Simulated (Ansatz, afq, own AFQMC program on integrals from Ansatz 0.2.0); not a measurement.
Two steps: Ansatz 0.2.0 writes the Fock matrix and Cholesky factors of the valence space, and afq projects on them the lowest state that overlaps trial and start.

```yaml
crystal:
  periodic: [false, false, false]
  atoms:
    - {symbol: Cr, position_ang: [-0.477166, 0.003611, 0.002848]}
    - {symbol: C, position_ang: [1.574134, -0.011912, -0.009394]}
    - {symbol: H, position_ang: [1.944853, -1.042537, -0.006595]}
    - {symbol: H, position_ang: [1.961819, 0.503444, 0.875895]}
    - {symbol: H, position_ang: [1.951129, 0.494764, -0.904258]}
basis:
  gaussian: {orbitals: def2-SVP}
magnetization: {spin_polarized: true, initial_magnetization: 5}
correlation: {method: ccsd_t, electrons: outside_noble_gas, hamiltonian_folder: ham}
```

```sh
$ ansatz run in.yaml --threads 1 --pin off --events-out ev --progress --plain --max-ram 24576MiB --backend cuda --devices 0, --max-vram 18GiB
```

afq runs on the folder ham with

```
--method phaseless --trial hf --walkers 4000 --populations 20 --least-time 40 --time-step 0.005 --steps-per-block 20 --equilibration-blocks 160 --max-blocks 4000 --target-error 0.001050 --factor-cut 1e-05 --start spin_pure --seed 6685 --taylor-order 6
```

Times are imaginary, in 1/Eh. The walk had a cap of 66 s. With eight or more populations the least sampling time is a fifth of least-time, and the error comes from their spread.

```
orbitals 50  electrons 9 4  factors 437 of 661
reference energy -1082.74253545 Eh
CCSD correlation -0.25142393 Eh in 16 cycles, weight of the determinant in the CISD state 0.8425
energy of the start -1082.743532 Eh
 block  time / (1/Eh)  mean weight  energy / Eh
     1     0.100  1.0015  -1082.805879
     2     0.200  1.0014  -1082.849542
     3     0.300  1.0017  -1082.881667
     4     0.400  1.0014  -1082.903694
     5     0.500  1.0014  -1082.921404
     7     0.700  1.0011  -1082.945826
     9     0.900  1.0007  -1082.959612
    13     1.300  1.0002  -1082.977798
    25     2.500  1.0000  -1082.994755
    37     3.700  1.0002  -1082.991937
    49     4.900  1.0000  -1083.004203
    61     6.100  1.0001  -1083.000194
    73     7.300  0.9998  -1082.992382
    85     8.500  1.0002  -1082.999926
    97     9.700  1.0004  -1083.002795
   109    10.900  1.0000  -1082.994463
   121    12.100  0.9999  -1082.998574
   133    13.300  1.0003  -1082.998246
   145    14.500  1.0000  -1082.996747
   157    15.700  1.0002  -1082.996536
   169    16.900  1.0001  -1082.995458
   181    18.100  1.0002  -1082.997050
   193    19.300  1.0001  -1082.999552
   205    20.500  1.0000  -1082.989995
   217    21.700  0.9999  -1082.998916
   223    22.300  0.9999  -1083.005965
   229    22.900  0.9997  -1082.997346
   235    23.500  1.0003  -1082.999668
error from the spread of 20 populations
energy -1082.997378 +/- 0.000920 Eh
(rows thinned)
```

(1) Estimate how long the walk took on 1 × NVIDIA H100 80GB HBM3 with 2 threads of AMD EPYC 7R13 Processor (Zen 3) (shared host) (the card was shared).

The run passed its tests (sampling time, drift between the halves within three errors, error under three times the target), which doesn't prove that it has relaxed.

Against this walk (error 25.0 meV) on the same determinant: CCSD(T) 118.5 meV lower, CCSDT(Q) 163.7 meV lower, a separate phaseless walk with a CISD trial and standard settings 130.4 ± 25.6 meV lower. The error is statistical and leaves out the bias of the constraint. CCSDT(Q) is the surest value here, so the walk's 164 meV above it is most likely the bias of the constraint with this trial, which can have either sign.

Cautions: constraint bias not in the error; no relativity below Rb; outer-core shells of the metal frozen; lower spins were not checked; higher spins were not checked; strong correlation (T1 0.051, weight of the determinant 0.84, largest double 0.04); unrestricted determinant slightly spin contaminated (⟨S²⟩ 8.81 against 8.75).

## Answers

(1) 43 s of wall time.

CCSDT and higher add their correlation energy to the determinant of the CCSD(T) run, since their own runs factorise the integrals more tightly (a shift of under 2 meV). A walk keeps the symmetry of its determinant, which the program's search chose and which needn't be the lowest solution, so a lower state of the same spin and another symmetry isn't excluded.
